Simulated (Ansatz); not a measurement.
# BH3OS: up Jacob's ladder to CCSD(T)

Aim: compute BH3OS with functionals from several rungs and with coupled cluster, and see how far each lands from CCSD(T) at the basis-set limit for the atomisation energy.

The runs use Ansatz 0.2.0, Gaussian basis; functionals in def2-TZVPP, the program's frozen cores in correlated methods.

Levels to be run: LDA (SPW92), PBE-D4, revPBE-D4, BLYP-D4, r2SCAN-D4, B97M-V, PBE0-D4, B3LYP-D4, r2SCANh-D4, r2SCAN0-D4, HSE06-D4, BHLYP-D4, CAM-B3LYP-D4, LC-ωPBE, ωB97X-V, ωB97M-V, B2PLYP, PBE-QIDH; CCSD(T)/def2-SVP; CCSD(T)/def2-TZVPP; CCSD(T)/def2-QZVPP; extrapolation to the limit; RPA on PBE.

## 1. Structure used throughout

An earlier PBE0-D4 in a triple-zeta def2 set relaxation fixed the geometry.

SMILES `OBS`, 6 atoms, charge 0, spin multiplicity 1.

Atoms are counted from 1 here; the program's logs count them from 0.

Bond lengths: O1–B2 1.351 Å, O1–H4 0.961 Å, B2–S3 1.813 Å, B2–H5 1.193 Å, S3–H6 1.340 Å. Angles: B2–O1–H4 115.3°, O1–B2–S3 121.4°, O1–B2–H5 118.0°, S3–B2–H5 120.6°, B2–S3–H6 96.0°.

## 2. LDA

This LDA is Slater exchange with PW92 correlation.

File in.yaml:

```yaml
crystal:
  periodic: [false, false, false]
  atoms:
    - {symbol: O, position_ang: [-1.104433, -0.090357, -1.001808]}
    - {symbol: B, position_ang: [0.054637, 0.169675, -0.358106]}
    - {symbol: S, position_ang: [0.336897, -0.392492, 1.342095]}
    - {symbol: H, position_ang: [-1.753104, -0.587079, -0.495385]}
    - {symbol: H, position_ang: [0.894345, 0.783624, -0.941867]}
    - {symbol: H, position_ang: [1.571657, 0.116628, 1.455072]}
basis:
  gaussian: {orbitals: def2-TZVPP}
hamiltonian: {xc: lda}
output: {orbitals: {seedname: orbitals}}
```

The run is started by

```console
ansatz run in.yaml --threads 2 --pin off --events-out ev --progress --plain --max-ram 32768MiB --backend cpu
```

The runs that follow: PBE-D4 (GGA); revPBE-D4 (GGA); BLYP-D4 (GGA); r2SCAN-D4 (meta-GGA); B97M-V (meta-GGA); B3LYP-D4 (hybrid); r2SCANh-D4 (hybrid); r2SCAN0-D4 (hybrid); HSE06-D4 (hybrid); BHLYP-D4 (hybrid); CAM-B3LYP-D4 (range-separated); LC-ωPBE (range-separated); ωB97X-V (range-separated); ωB97M-V (range-separated); B2PLYP (double hybrid); PBE-QIDH (double hybrid); CCSD(T) in def2-SVP; CCSD(T) in def2-TZVPP; CCSD(T) in def2-QZVPP; RPA on PBE orbitals.

Before running them: what should the planned runs give, taken together? Wanted: atomisation energy, CCSD(T)/CBS; farthest beyond LDA; mean size of error, GGA; mean size of error, meta-GGA; mean size of error, hybrid; mean size of error, range-separated; mean size of error, double hybrid; gap, smallest and largest; T1 diagnostic.

The runs gave:

| quantity | value |
| --- | --- |
| atomisation energy, CCSD(T)/CBS | 521.8 kcal/mol |
| functionals within 2.6 kcal/mol (0.5 %) | revPBE-D4, BLYP-D4, PBE0-D4, B3LYP-D4, r2SCANh-D4, HSE06-D4, ωB97X-V |
| farthest beyond LDA | BHLYP-D4 (-16.2 kcal/mol) |
| mean size of error, GGA | 5.0 kcal/mol |
| mean size of error, meta-GGA | 5.4 kcal/mol |
| mean size of error, hybrid | 4.1 kcal/mol |
| mean size of error, range-separated | 3.1 kcal/mol |
| mean size of error, double hybrid | 3.5 kcal/mol |
| gap, smallest and largest | 5.53 eV (LDA (SPW92)), 12.85 eV (LC-ωPBE) |
| T1 diagnostic | 0.0134 |
| triples share of the correlation energy | 3.9 % |

In words: The LDA atomisation energy is off by 79.6 kcal/mol (15 %): it overbinds. PBE-D4 is off by +11.7 kcal/mol. Double hybrids carry the basis error of their MP2 part in triple zeta, and no dispersion term here, so their miss is partly the set-up's. By mean error the best rung here is range-separated (3.1 kcal/mol) and the worst beyond LDA is meta-GGA (5.4 kcal/mol). The gap between the best rungs is small, so their order is not settled. Misses under about 2.6 kcal/mol are within the doubt on the reference itself, which lacks core-valence correlation, relativity and higher excitations. Hartree-Fock recovers 73 % of the binding; the rest is correlation. CCSD(T) in def2-SVP is off by -28.4 kcal/mol, worse than the median functional, from the basis alone. The gap grows from 5.5 to 12.9 eV across the functionals, mostly with the share of exact exchange.
